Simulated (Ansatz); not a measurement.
A structure relaxed at PBE0-D4/def2-TZVP, charge 0, multiplicity 1:

Cartesian coordinates in Å:
```
N 0.564 -1.355 0.387
C 0.561 -0.223 -0.522
C -0.161 0.939 0.111
O -1.518 0.564 0.277
H -0.394 -1.597 0.612
H 0.984 -2.166 -0.048
H 1.594 0.081 -0.718
H 0.089 -0.429 -1.496
H 0.304 1.163 1.079
H -0.076 1.823 -0.535
H -1.946 1.199 0.854
```

Q: Give its formula and SMILES.

A: C2H7NO, `NCCO`.

Q: Summarise the bond lengths by kind.

A: 1 × C–N 1.452 Å; 2 × H–N 1.012 to 1.013 Å; 1 × C–C 1.507 Å; 4 × C–H 1.095 to 1.102 Å; 1 × C–O 1.418 Å; 1 × H–O 0.959 Å.

Results of the Gaussian-basis code of Ansatz.
